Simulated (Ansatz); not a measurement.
# C2H4FO radical: how energies converge with the basis set

One table from this session's results is given with a row withheld; the runs are named, their logs left out.

Method: one geometry, several basis sets; program: Ansatz 0.2.0, Gaussian basis.

Levels to be run: PBE0-D4/def2-SVP; ωB97M-V/def2-SVP; PBE0-D4/def2-QZVPP; ωB97M-V/def2-QZVPP; the functionals' def2-TZVPP values are taken from earlier runs.

## Structure used throughout

All runs share one geometry, relaxed beforehand with PBE0-D4 in a triple-zeta def2 set.

SMILES `[CH2]OCF`, 8 atoms, charge 0, spin multiplicity 2.

Atoms are counted from 1 here; the program's logs count them from 0.

Bond lengths: C1–O2 1.357 Å, C1–H5 1.083 Å, C1–H6 1.079 Å, O2–C3 1.379 Å, C3–F4 1.374 Å, C3–H7 1.090 Å, C3–H8 1.096 Å. Angles: O2–C1–H5 118.5°, O2–C1–H6 113.6°, H5–C1–H6 122.2°, C1–O2–C3 115.5°, O2–C3–F4 110.7°, O2–C3–H7 107.1°, O2–C3–H8 111.3°, F4–C3–H7 108.3°, F4–C3–H8 107.2°, H7–C3–H8 112.3°.

Set-up of the first run:

in.yaml reads:

```yaml
crystal:
  periodic: [false, false, false]
  atoms:
    - {symbol: C, position_ang: [-0.176555, 1.291544, -0.135420]}
    - {symbol: O, position_ang: [-0.747053, 0.111452, 0.216684]}
    - {symbol: C, position_ang: [0.105544, -0.971110, 0.259495]}
    - {symbol: F, position_ang: [0.482602, -1.342697, -1.008003]}
    - {symbol: H, position_ang: [0.728767, 1.271022, -0.729585]}
    - {symbol: H, position_ang: [-0.874696, 2.113408, -0.179848]}
    - {symbol: H, position_ang: [-0.447384, -1.796751, 0.707919]}
    - {symbol: H, position_ang: [1.020978, -0.734069, 0.813058]}
basis:
  gaussian: {orbitals: def2-SVP}
magnetization: {spin_polarized: true, initial_magnetization: 1}
hamiltonian: {xc: pbe0, dispersion: d4}
output: {orbitals: {seedname: orbitals}}
```

The run is started by

```
ansatz run in.yaml --threads 4 --pin off --events-out ev --progress --plain --max-ram 10444MiB
```

Steps of the session up to this table: PBE0-D4 in def2-SVP; ωB97M-V in def2-SVP; PBE0-D4 in def2-QZVPP; ωB97M-V in def2-QZVPP.

One table of the session follows, with a row left open; its other results are not shown here.

It belongs to the step «Density functionals: the series». 

| functional | basis | HOMO (eV) |
| --- | --- | --- |
| PBE0-D4 | def2-SVP | -5.59 |
| PBE0-D4 | def2-TZVPP | -5.71 |
| PBE0-D4 | def2-QZVPP | ? |
| ωB97M-V | def2-SVP | -7.70 |
| ωB97M-V | def2-TZVPP | -7.83 |
| ωB97M-V | def2-QZVPP | -7.86 |

Q: Estimate the row for PBE0-D4, def2-QZVPP from the others.

As computed: HOMO (eV): -5.75. In the column «HOMO (eV)» it lies between ωB97M-V, def2-SVP (-7.70) and PBE0-D4, def2-TZVPP (-5.71).
